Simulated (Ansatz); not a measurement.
A further run on the cluster BN₂⁻.

```yaml
crystal:
  periodic: [false, false, false]
  atoms:
    - {symbol: B, position_ang: [0.897414, 0.064643, 0.011755]}
    - {symbol: N, position_ang: [-0.403090, -0.662031, -0.025569]}
    - {symbol: N, position_ang: [-0.494324, 0.597388, 0.013804]}
basis:
  gaussian: {orbitals: def2-TZVPP, fitting: {mean_field: def2-universal-jkfit}, point_charges: [{charge: 1.00, position_ang: [3.587, -0.110, 0.495]}]}
total_charge: -1
hamiltonian: {xc: {name: SVWN5}}
```

```sh
$ ansatz run in.yaml --threads 4 --pin off --events-out ev --progress --plain --max-ram 3916MiB
```

Shortened log:

```
Functional definition: SVWN5
229 factors; integrals over basis functions are off by at most 4.0e-1 eV
mean field evaluation 1: about -3625.9983 eV, gradient 3.8e1 eV
mean field evaluation 2: about -3570.3222 eV, gradient 1.3e2 eV
mean field evaluation 4: about -3629.9677 eV, gradient 9.3e0 eV
mean field evaluation 8: about -3630.2367 eV, gradient 1.1e-1 eV
mean field evaluation 16: about -3630.2396 eV, gradient 3.2e-5 eV
mean field -3630.23963666 eV, -133.4088459826 hartree, gradient 3.2e-5 eV, S^2 0.000000; 0 other end points of the search recorded, 0 dependent functions left out
reference -3630.23966500 eV, -133.4088470238 hartree; 10, 10 occupied and 83, 83 virtual orbitals, 229 factors
Total energy: -3630.23966500 eV, -133.4088470238 hartree
```

It took 0.2 s on 4 threads of Arm Neoverse V2 on a shared host.

The highest occupied level of an anion often lies above zero with these methods, and sets without diffuse functions describe the outer electron poorly.
